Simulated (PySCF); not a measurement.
Ionisation energies (eV) were calculated with PySCF 2.14 by LDA, UHF, PBE0, in another order, as differences of total energies without spin-orbit coupling. The measured values are between term centres (NIST).

| species | measured | A | B | C |
| --- | --- | --- | --- | --- |
| C (x2c-QZVPPall with one added diffuse shell each of s, p, d, f type, spin-free X2C) | 11.262 | 10.797 | 11.509 | 11.688 |
| O (x2c-QZVPPall with one added diffuse shell each of s, p, d, f type, spin-free X2C) | 13.608 | 12.015 | 13.834 | 13.990 |
| Cl (x2c-QZVPPall with one added diffuse shell each of s, p, d, f type, spin-free X2C) | 12.974 | 11.746 | 12.936 | 13.186 |
| Mn (x2c-QZVPPall with one added diffuse shell each of s, p, d, f, g type, spin-free X2C) | 7.434 | 6.021 | 7.092 | 7.566 |
| Co (x2c-QZVPPall with one added diffuse shell each of s, p, d, f, g type, spin-free X2C) | 7.869 | 8.298 | 7.862 | 7.884 |
| Sn (x2c-QZVPPall with one added diffuse shell each of s, p, d, f type, spin-free X2C) | 7.389 | 6.849 | 7.314 | 7.423 |
| Sb (x2c-QZVPPall with one added diffuse shell each of s, p, d, f type, spin-free X2C) | 9.124 | 8.572 | 9.041 | 9.128 |
| Xe (x2c-QZVPPall with one added diffuse shell each of s, p, d, f type, spin-free X2C) | 12.565 | 11.448 | 12.390 | 12.625 |

Problem. Which column is which method?

Solution. A is UHF (mean error -0.81 eV); B is PBE0 (mean error -0.03 eV); C is LDA (mean error 0.16 eV). Hartree-Fock lacks the correlation of the electron removed and comes out lowest. PBE0, with a quarter of exact exchange, lies close to experiment on average. LDA overbinds the outer electron and comes out highest.
